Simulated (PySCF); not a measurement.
Saddle point of CH$_{7}$NSi, closed shell (CH₅N ([CH3][NH2]) + SiH₂ → CH₇NSi ([CH3][NH][SiH3]); bonds formed: Si1–H2; dative contacts that become bonds: Si1–N3; bonds broken: H2–N3), PBE0-D4/def2-TZVP structure:

```json
{"atom": "Si1", "x (Å)": "-0.9485", "y (Å)": "-1.2838", "z (Å)": "-0.2215"}
{"atom": "H2", "x (Å)": "-0.0213", "y (Å)": "-0.9847", "z (Å)": "1.0579"}
{"atom": "N3", "x (Å)": "0.5820", "y (Å)": "-0.2284", "z (Å)": "0.0691"}
{"atom": "C4", "x (Å)": "0.3586", "y (Å)": "1.1696", "z (Å)": "0.3563"}
{"atom": "H5", "x (Å)": "-1.8614", "y (Å)": "-0.4867", "z (Å)": "-1.1128"}
{"atom": "H6", "x (Å)": "-0.4009", "y (Å)": "-2.3729", "z (Å)": "-1.0893"}
{"atom": "H7", "x (Å)": "1.4591", "y (Å)": "-0.4315", "z (Å)": "-0.3938"}
{"atom": "H8", "x (Å)": "0.1380", "y (Å)": "1.7477", "z (Å)": "-0.5489"}
{"atom": "H9", "x (Å)": "1.2111", "y (Å)": "1.6199", "z (Å)": "0.8704"}
{"atom": "H10", "x (Å)": "-0.5168", "y (Å)": "1.2509", "z (Å)": "1.0124"}
```

Energies are electronic, without zero-point energy. Barriers and step energies count from the start structure reached by relaxing down the imaginary mode; all methods use the PBE0-D4 structures, on which another method's saddle can fall below an end. Computed with PySCF 2.14 with density fitting (its default auxiliary sets; JK sets also for MP2 and CCSD(T)) (basis: def2-TZVPP, with def2-QZVPP for the basis limit); correlated methods freeze the cores. B3LYP uses VWN-RPA correlation. Extrapolation: Hartree–Fock as exp(−7.88 √X), correlation as X^−2.97.

| method | barrier (eV) | step energy (eV) |
| --- | --- | --- |
| SPW92 | 1.249 | -1.225 |
| PBE-D4 | ? | -1.262 |
| r2SCAN-D4 | ? | -1.447 |
| PBE0-D4 | ? | -1.352 |
| B3LYP-D4 | 1.609 | -1.401 |
| BHLYP-D4 | 1.840 | -1.507 |
| wB97M-V | 1.719 | -1.356 |
| HF | 2.234 | -1.640 |
| MP2 | 1.614 | -1.500 |
| CCSD | 1.828 | -1.405 |
| CCSD(T) | 1.719 | -1.376 |

**Question.** Fill in the withheld barriers. (Judge from chemistry; the value comes from the calculation.)

**Answer.** Computed: PBE-D4 1.376; PBE0-D4 1.572; r2SCAN-D4 1.431 eV. Each is the energy of the saddle less that of the start structure, by the same method.

For comparison, the barrier by CCSD(T) at an estimated basis limit (MP2 extrapolated from triple and quadruple zeta, plus CCSD(T) − MP2 in triple zeta) is 1.671 eV.

The T1 diagnostic stays at or below 0.013. The restricted Hartree–Fock reference is unstable towards an unrestricted one at one or more of these structures.

Losses and insertions of silylenes and their heavier kin drive the gas-phase chemistry of silicon and germanium vapour deposition.

Labels in which every atom is bracketed show which atoms are joined, not bond orders.

For scale, one of the runs: CCSD(T)/def2-TZVPP, 202 basis functions, launched by `OMP_NUM_THREADS=4 python run.py`. The run took 6 min on 4 CPU threads of an Arm Neoverse V1 (shared host), with 2.3 GiB of host memory at its peak.
